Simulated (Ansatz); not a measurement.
C3H2F2S, SMILES `FC1=CC(F)S1`. The species carries charge 0 and has multiplicity 1. The structure was optimised at the PBE0-D4/def2-TZVP level.

```xyz
8

F    -0.692    0.881   -2.193
C    -0.349    0.289   -1.081
C     0.307    0.711   -0.003
C     0.103   -0.536    0.795
F     1.225   -1.184    1.196
S    -0.784   -1.354   -0.631
H     0.767    1.647    0.271
H    -0.577   -0.454    1.646
```

(1) What is the dipole moment at ωB97M-V/def2-TZVPP? (Best estimate.)

(2) And with PBE, r2SCAN, B3LYP? (Best estimate.)

(3) Give the Mulliken charges with ωB97M-V, PBE, B3LYP in def2-TZVPP. (Estimate.)

Results:

(1) The calculation gave: 1.51 D, with components (-0.57, 1.11, 0.85) D in this frame, pointing from negative to positive charge.

(2) Computed: PBE 1.44 D, r2SCAN 1.52 D, B3LYP 1.51 D.

(3) The calculation gave: 
```
atom  ωB97M-V    PBE  B3LYP
  F1    -0.16  -0.12  -0.16
  C2     0.18   0.21   0.24
  C3    -0.18  -0.22  -0.24
  C4     0.11   0.16   0.19
  F5    -0.19  -0.16  -0.20
  S6    -0.01  -0.08  -0.07
  H7     0.13   0.12   0.14
  H8     0.11   0.09   0.10
```

B3LYP here is the variant with VWN-RPA as its local correlation; programs differ in this.
